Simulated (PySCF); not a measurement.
Static response to an electric field

C6H12.
Atom-mapped SMILES: `[CH3:1]/[CH:2]=[C:3](/[CH3:4])[CH2:5][CH3:6]` (hydrogens: H7, H8, H9 on C1; H10 on C2; H11, H12, H13 on C4; H14, H15 on C5; H16, H17, H18 on C6)

Cartesian coordinates in Å at the PBE0-D3(BJ)/def2-SVP level; atoms count from 1:
```
atom  x, y, z in Å
C1    -2.0262   -0.9723   -0.9577
C2    -1.3974    0.2890   -0.4642
C3    -0.1083    0.4939   -0.1477
C4     0.3615    1.8258    0.3602
C5     0.9529   -0.5745   -0.2337
C6     1.2015   -1.2764    1.1001
H7    -2.8002   -1.3264   -0.2554
H8    -2.5350   -0.8114   -1.9233
H9    -1.3032   -1.7891   -1.0901
H10   -2.0822    1.1386   -0.3445
H11    0.8475    1.7303    1.3464
H12    1.1162    2.2614   -0.3174
H13   -0.4657    2.5431    0.4592
H14    1.8933   -0.1130   -0.5820
H15    0.6842   -1.3239   -0.9939
H16    1.4803   -0.5603    1.8889
H17    2.0153   -2.0136    1.0195
H18    0.2964   -1.8031    1.4392
```

Level: wB97X-D/def2-SVPD (PySCF), static field, nuclei fixed, core orbitals frozen in the response. The polarisability tensor in these axes (au):

```
x   87.44  3.35  9.58
y    3.35 75.51  2.34
z    9.58  2.34 65.63
```

Question: What are the eigenvalues, a third of the trace, and Δα (Δα² = ½Σ(αi − αj)² over the three pairs)?

Answer: Principal values 61.94, 74.64 and 92.00 au; mean 76.19 au = 11.29 Å³ = 12.56 × 10⁻⁴⁰ C²·m²/J; Δα = 26.14 au (34 % of the mean).

Question: What is the dipole moment, and where does it point?

Answer: (0.17, -0.15, 0.03) D, 0.23 D in size, pointing from the negative to the positive side. Measured along this direction, the outermost atoms are H10 at the negative end and H17 at the positive end.

Question: Find the Langevin capture rate constant for H3O+ (19.018 u) meeting this molecule (84.094 u), k = 2.342 × 10⁻⁹ cm³/s × √(α in Å³ / reduced mass in u).

Answer: The reduced mass is 15.51 u, so k = 2.00 × 10⁻⁹ cm³/s.

Question: Sum over states: ᾱ = Σ f/ω², ω in Eh. What share falls to these 10 lowest TDDFT singlets (eV, f)? 6.72, 0.0386; 7.04, 0.4232; 7.54, 0.0219; 7.75, 0.0208; 7.97, 0.0069; 8.15, 0.0041; 8.47, 0.0320; 8.70, 0.0218; 8.82, 0.0038; 8.91, 0.0201.

Answer: They add up to 8.39 au, 11.0 % of the 76.19 au; the largest single term is 6.32 au, from the state at 7.04 eV. Terms in order: 0.63, 6.32, 0.28, 0.26, 0.08, 0.05, 0.33, 0.21, 0.04, 0.19 au. Higher excitations give the rest. The strengths listed sum to 0.593.

Question: Estimate the molar refractivity from the static electronic polarisability.

Answer: Lorentz–Lorenz: R = (4π/3)N_A α = 2.5225 cm³/(mol·Å³) × 11.29 Å³ = 28.5 cm³/mol, in the limit of long wavelengths.

Question: Along which axes do the principal values lie, and how far do the nuclei extend along each?

Answer: Largest value along (0.91, 0.23, 0.35), where the nuclei span 5.04 Å; middle along (-0.25, 0.97, -0.01), 5.03 Å; least along (-0.34, -0.08, 0.94), 2.57 Å. 

Geometry: PBE0-D3(BJ)/def2-SVP, one conformer, isolated molecule.

wB97X-D is run here without its empirical dispersion term; that term would change no orbital, density or response property at a fixed geometry.
